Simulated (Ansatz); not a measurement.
# CO3: the cost of one run

Computed with Ansatz 0.2.0 (the levels named in each step, unless a step's input says otherwise).

## 1. The system as given

Bond lengths: C1–O2 1.127 Å, O3–O4 1.213 Å.

As a file:

```xyz
4

C     0.5131   -0.4485    1.4186
O     1.4286   -0.1258    0.8456
O    -1.1233    0.5967   -0.5225
O    -0.6905   -0.1342   -1.3880
```

## 2. A rough first relaxation, PBE-D4/def2-SVP

This run stands in another session on the same molecule. It ended at:

```xyz
4

C     0.6563   -0.4875    1.6013
O     1.5452   -0.1703    0.9585
O    -1.2800    0.6374   -0.6828
O    -0.7936   -0.0914   -1.5233
```

## 3. Relaxation, HF/STO-3G

The input, input.yaml:

```yaml
crystal:
  periodic: [false, false, false]
  atoms:
    - { symbol: C, position_ang: [0.65632437, -0.48749333, 1.60131349] }
    - { symbol: O, position_ang: [1.54520182, -0.1703105, 0.95846344] }
    - { symbol: O, position_ang: [-1.28003954, 0.63736617, -0.68284204] }
    - { symbol: O, position_ang: [-0.79356664, -0.09138234, -1.52328489] }
magnetization:
  spin_polarized: true
  initial_magnetization: 2
basis:
  gaussian: { orbitals: STO-3G }
hamiltonian:
  xc: hf
relax:
  f_tol: 0.002
  max_steps: 150
```

On the command line:

```
> ansatz run input.yaml --threads 2 --pin off --max-ram 5120MiB --backend cpu --events-out ev --progress --plain --runs-dir out
```

**Question.** How long does this run take on 2 threads of Arm Neoverse N1, shared host, and how much memory does it need?

About 16 s, with a peak of 0.076 GiB.
